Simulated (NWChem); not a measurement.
# One shape, several levels: doublet [C2H4F2]+

We compute a comparison of 5 runs (UBHLYP/6-311+G**, UTPSS/6-311+G**, U-r2SCAN/6-311+G**, UM06-L/6-311+G**, UPBE0/6-311+G**) of doublet [C2H4F2]+. 

Program for the calculation: NWChem 7.3.0.

1 further run of the same task is left out (it didn't finish).

### 1 The system as given

[C2H4F2]+ has 8 atoms, charge +1, and is taken as a doublet. SMILES of the parent species: `CC(F)F`. The shape is that of a PBE0-D4/def2-TZVP optimisation. That shape belongs to the parent species and isn't relaxed for this state.

Bond lengths: C1–C2 1.497 Å, C2–F3 1.361 Å, C2–F4 1.361 Å, C1–H5 1.091 Å, C1–H6 1.091 Å, C1–H7 1.090 Å, C2–H8 1.095 Å. Some angles: C1–C2–F3 110.3°, C1–C2–F4 110.3°, F3–C2–F4 107.0°, C1–C2–H8 114.0°, F3–C2–H8 107.5°, F4–C2–H8 107.5°, C2–C1–H5 109.4°, C2–C1–H6 109.9°, C2–C1–H7 109.9°, H5–C1–H6 109.3°.

### 2 A single-point energy at UBHLYP/6-311+G(d,p) (run 1)

mol.nw

```
start mol
memory 2200 mb
charge 1

geometry noautosym nocenter noautoz
C     0.003300    0.777600    0.023300
C    -0.052000   -0.718200   -0.008200
F     0.925500   -1.243400    0.779100
F     0.168200   -1.172100   -1.271900
H     0.981400    1.111900   -0.325400
H    -0.157200    1.132800    1.041800
H    -0.771000    1.190600   -0.624000
H    -1.006100   -1.136400    0.329500
end

basis spherical bse
* library 6-311+G**
end

dft
xc bhlyp
mult 2
grid fine
convergence energy 1e-08
maxiter 100
mulliken
print low
end

task dft energy
```

Run with:

```sh
$ nwchem mol.nw > mol.out
```

What it wrote:

```text
[...]
 d= 0,ls=0.0,diis     1   -277.5651637433 -4.10D+02  6.21D-03  5.94D-01     4.3
[...]
 d= 0,ls=0.0,diis    17   -277.7995497359 -3.85D-10  4.97D-08  3.30D-11    49.4
[...]
         Total DFT energy =     -277.799549735918
      One electron energy =     -636.936253760512
           Coulomb energy =      259.186103075061
    Exchange-Corr. energy =      -32.759990583467
 Nuclear repulsion energy =      132.710591533000
[...]
      Total Density - Mulliken Population Analysis
     ---------------------------------------------
    Atom       Charge   Shell Charges
 -----------   ------   -------------------------------------------------------
    1 C    6     6.33   1.10  0.89  0.63  0.77  1.54  0.52  0.82  0.06 -0.04  0.04
    2 C    6     5.93   1.10  0.89  0.54  0.82  1.42  0.33  0.50  0.09  0.03  0.20
    3 F    9     8.94   1.08  0.92  1.15  1.11  2.34  0.87  1.56 -0.07 -0.02  0.01
    4 F    9     8.94   1.08  0.92  1.15  1.11  2.34  0.87  1.56 -0.07 -0.02  0.01
    5 H    1     0.73   0.26  0.44  0.00  0.03
    6 H    1     0.75   0.26  0.45  0.01  0.03
    7 H    1     0.75   0.26  0.45  0.01  0.03
    8 H    1     0.64   0.24  0.40 -0.03  0.02
[...]
      <S2> =      0.7567 (Exact =     0.7500)
[...]
```

Run time: 50 s. Hardware: 1 thread of Intel Xeon 6975P-C (Granite Rapids), shared host; peak memory 0.12 GiB.

### 3 A single-point energy at UTPSS/6-311+G(d,p) (run 2)

run.py

```python
from ase import Atoms
from ase.calculators.nwchem import NWChem

mol = Atoms(['C', 'C', 'F', 'F', 'H', 'H', 'H', 'H'], positions=[
    [0.003300, 0.777600, 0.023300],
    [-0.052000, -0.718200, -0.008200],
    [0.925500, -1.243400, 0.779100],
    [0.168200, -1.172100, -1.271900],
    [0.981400, 1.111900, -0.325400],
    [-0.157200, 1.132800, 1.041800],
    [-0.771000, 1.190600, -0.624000],
    [-1.006100, -1.136400, 0.329500],
])

calc = NWChem(
    label='c2h4f2',
    theory='dft',
    memory='2200 mb',
    basis='6-311+G**',
    basispar='spherical bse',
    charge=1,
    dft={'xc': 'xtpss03 ctpss03', 'mult': '2', 'grid': 'fine', 'convergence': 'energy 1e-08', 'iterations': '100', 'mulliken': None, 'print': 'low'},
    task='energy',
)
mol.calc = calc

print(f"energy = {mol.get_potential_energy():.6f} eV")
```

Run with:

```sh
$ export ASE_NWCHEM_COMMAND="nwchem PREFIX.nwi > PREFIX.nwo"
$ python run.py
```

What it wrote:

```text
energy = -7564.442972 eV
```

The calculator wrote c2h4f2.nwi:

```
title "c2h4f2"

permanent_dir c2h4f2

scratch_dir c2h4f2

start c2h4f2

geometry units angstrom nocenter noautosym noautoz
  C  3.3000000000000000e-03 7.7759999999999996e-01 2.3300000000000001e-02
  C  -5.1999999999999998e-02 -7.1819999999999995e-01 -8.2000000000000007e-03
  F  9.2549999999999999e-01 -1.2434000000000001e+00 7.7910000000000001e-01
  F  1.6819999999999999e-01 -1.1720999999999999e+00 -1.2719000000000000e+00
  H  9.8140000000000005e-01 1.1119000000000001e+00 -3.2540000000000002e-01
  H  -1.5720000000000001e-01 1.1328000000000000e+00 1.0418000000000001e+00
  H  -7.7100000000000002e-01 1.1906000000000001e+00 -6.2400000000000000e-01
  H  -1.0061000000000000e+00 -1.1364000000000001e+00 3.2950000000000002e-01
end

charge 1

memory 2200 mb

basis spherical bse noprint
   * library 6-311+G**
end

dft
  xc xtpss03 ctpss03
  mult 2
  grid fine
  convergence energy 1e-08
  iterations 100
  mulliken
  print low
end

task dft energy
```

c2h4f2.nwo:

```text
Northwest Computational Chemistry Package (NWChem) 7.3.0
             --------------------------------------------------------

           Job information
           ---------------

    nwchem branch   = 7.3.0
    use scalapack   = T
    input           = c2h4f2.nwi
    prefix          = c2h4f2.
    data base       = c2h4f2/c2h4f2.db
    status          = startup
    nproc           =        1

           Memory information
           ------------------

    heap     =     72089600 doubles =      550.0 Mbytes
    stack    =     72089597 doubles =      550.0 Mbytes
    global   =    144179200 doubles =     1100.0 Mbytes (distinct from heap & stack)
    total    =    288358397 doubles =     2200.0 Mbytes
    verify   = yes
    hardfail = no

           Directory information
           ---------------------

  0 permanent = c2h4f2
  0 scratch   = c2h4f2

                                NWChem Input Module
                                -------------------

                                      c2h4f2
                                      ------

[... 25 lines left out ...]
            Nuclear Dipole moment (a.u.)
[... 89 lines left out ...]
   convergence    iter        energy       DeltaE   RMS-Dens  Diis-err    time
[... 13 lines left out ...]
         Total DFT energy =     -277.988154129139
      One electron energy =     -636.957454990464
           Coulomb energy =      259.197202353798
    Exchange-Corr. energy =      -32.938493025474
 Nuclear repulsion energy =      132.710591533000
[... 29 lines left out ...]
     -------------------------------------------
      Total Density - Lowdin Population Analysis
     -------------------------------------------

    Atom       Charge   Shell Charges
 -----------   ------   -------------------------------------------------------
    1 C    6     5.94   1.05  0.92  0.62  0.49  1.43  0.29  0.89  0.05  0.11  0.09
    2 C    6     5.80   1.05  0.92  0.56  0.52  1.32  0.24  0.67  0.06  0.10  0.37
    3 F    9     8.91   1.03  0.96  1.17  1.00  2.25  0.64  1.45  0.13  0.28  0.01
[... 4 lines of this table left out ...]
    8 H    1     0.80   0.25  0.37  0.11  0.07

     ------------------------------------------
      Spin Density - Lowdin Population Analysis
     ------------------------------------------

    Atom       Charge   Shell Charges
 -----------   ------   -------------------------------------------------------
    1 C    6     0.18   0.00  0.00  0.05  0.01  0.10 -0.00  0.02  0.00 -0.00  0.00
    2 C    6     0.16  -0.00  0.00  0.05 -0.00  0.08 -0.00  0.01  0.00  0.00  0.03
    3 F    9     0.25  -0.00  0.00  0.07  0.00  0.13 -0.00  0.05 -0.00  0.00  0.00
[... 4 lines of this table left out ...]
    8 H    1     0.13   0.06  0.06  0.01 -0.00

     --------------------------
     Expectation value of S2:
     --------------------------
      <S2> =      0.7521 (Exact =     0.7500)

 Task  times  cpu:       41.4s     wall:       41.4s
 Total times  cpu:       41.4s     wall:       41.4s
```

It took 43 s on 1 thread of Intel Xeon 6975P-C (Granite Rapids), shared host; peak memory 0.12 GiB.

Runs 3 to 4 aren't shown in full; the table further down has their settings and results.

### 4 The energy at UPBE0/6-311+G(d,p) (run 5)

struct.nw

```
start struct
title "C2H4F2"
memory 2200 mb
charge 1

geometry units bohr noautosym nocenter noautoz
  C    0.00623610   1.46945103   0.04403062
  C   -0.09826576  -1.35720130  -0.01549575
  F    1.74894153  -2.34968546   1.47228562
  F    0.31785193  -2.21494799  -2.40354266
  H    1.85457722   2.10118648  -0.61491688
  H   -0.29706495   2.14068175   1.96871668
  H   -1.45697884   2.24990792  -1.17918910
  H   -1.90125345  -2.14748477   0.62266476
end

basis spherical bse
  C library 6-311+G**
  F library 6-311+G**
  H library 6-311+G**
end

dft
  xc pbe0
  mult 2
  grid fine
  convergence energy 1e-08
  maxiter 100
  mulliken
end

task dft energy
```

Run with:

```sh
$ nwchem struct.nw > struct.out
```

What it wrote:

```text
[...]
          Wavefunction type:  spin polarized.
          No. of atoms     :     8
          No. of electrons :    33
[...]
          Charge           :     1
          Spin multiplicity:     2
[...]
          AO basis - number of functions:   112
[...]
              XC Information
              --------------
                         PBE0 Method XC Functional
                     Hartree-Fock (Exact) Exchange  0.250
          PerdewBurkeErnzerhof Exchange Functional  0.750
            Perdew 1991 LDA Correlation Functional  1.000 local
           PerdewBurkeErnz. Correlation Functional  1.000 non-local
[...]
 d= 0,ls=0.0,diis     1   -277.3989704672 -4.10D+02  8.07D-03  6.41D-01     2.7
[...]
 d= 0,ls=0.5,diis    32   -277.6554854189 -8.13D-09  1.01D-07  6.82D-09    76.8
[...]
         Total DFT energy =     -277.655485424697
      One electron energy =     -636.906401370905
           Coulomb energy =      259.126105557187
    Exchange-Corr. energy =      -32.585771636790
 Nuclear repulsion energy =      132.710582025812
[...]
      Total Density - Mulliken Population Analysis
     ---------------------------------------------
    Atom       Charge   Shell Charges
 -----------   ------   -------------------------------------------------------
    1 C    6     6.41   1.10  0.89  0.64  0.76  1.56  0.55  0.83  0.08 -0.04  0.04
    2 C    6     6.02   1.10  0.89  0.55  0.82  1.45  0.37  0.52  0.09  0.03  0.20
    3 F    9     8.88   1.08  0.92  1.15  1.11  2.32  0.87  1.53 -0.08 -0.03  0.01
    4 F    9     8.88   1.08  0.92  1.15  1.11  2.32  0.87  1.53 -0.08 -0.03  0.01
    5 H    1     0.72   0.26  0.44 -0.01  0.03
    6 H    1     0.73   0.26  0.45 -0.01  0.02
    7 H    1     0.73   0.26  0.45 -0.01  0.02
    8 H    1     0.63   0.24  0.40 -0.03  0.02
[...]
      <S2> =      0.7534 (Exact =     0.7500)
[...]
```

Wall time 80 s (1 thread of Intel Xeon 6975P-C (Granite Rapids), shared host); peak memory 0.12 GiB.

### 5 All runs side by side

```csv
run,level,energy (Eh),⟨S²⟩,wall time
1,UBHLYP/6-311+G**,-277.799550,0.757,50 s
2,UTPSS/6-311+G**,-277.988154,0.752,43 s
3,U-r2SCAN/6-311+G**,-277.822672,0.753,42 s
4,UM06-L/6-311+G**,-277.909337,0.752,43 s
5,UPBE0/6-311+G**,-277.655485,0.753,80 s
```

### 6 Summary of results

| quantity | value |
| --- | --- |
| run 5: total energy | -277.65549 Eh |
| run 5: HOMO energy (highest over α and β) | -18.29 eV |
| run 5: LUMO energy (lowest over α and β) | -15.03 eV |
| run 5: ⟨S²⟩ | 0.753 |

**Reading.** Totals of different functionals can't be ranked against each other. All runs together took 4.3 min, the longest 80 s.
